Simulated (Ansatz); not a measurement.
Elastic constant C13 (GPa) of solids drawn from the class of elemental solids other than molecular ones, at two levels: LDA (plane waves, PAW; Ansatz, a program for electronic structure), and PBEsol in Ansatz (PAW).

```tsv
solid	LDA	PBEsol	shift (%)
hcp Tc	216	203	-6.0
hcp Ti	92.1	82.7	-10.2
hcp Y	26.4	23.4	-11.4
hcp Mg	21.9	20.1	-8.2
hcp Cd	43.7	37.6	-14.0
hcp Zn	63.0	56.0	-11.1
hcp Sc	33.6	30.1	-10.4
hcp Re	246	233	-5.3
hcp Be	11.2	8.90	-21
hcp Co	150	132	-12.0
```

The shifts run from -21 % to -5.3 %, with a median of -10.8 %.

Over all 10 rows PBEsol is the larger in 0.

Ansatz's runs of these crystals have no spin polarisation, but for hcp Co.

Density-functional runs with spin start from parallel moments for hcp Co.

Spin–orbit coupling is left out, also for the solids with elements from indium on (hcp Re); its size isn't shown.

Each level is taken at its own relaxed cell. Ansatz's density-functional and Hartree–Fock values are scalar-relativistic unless marked +SOC, with PAW data made under PBE.
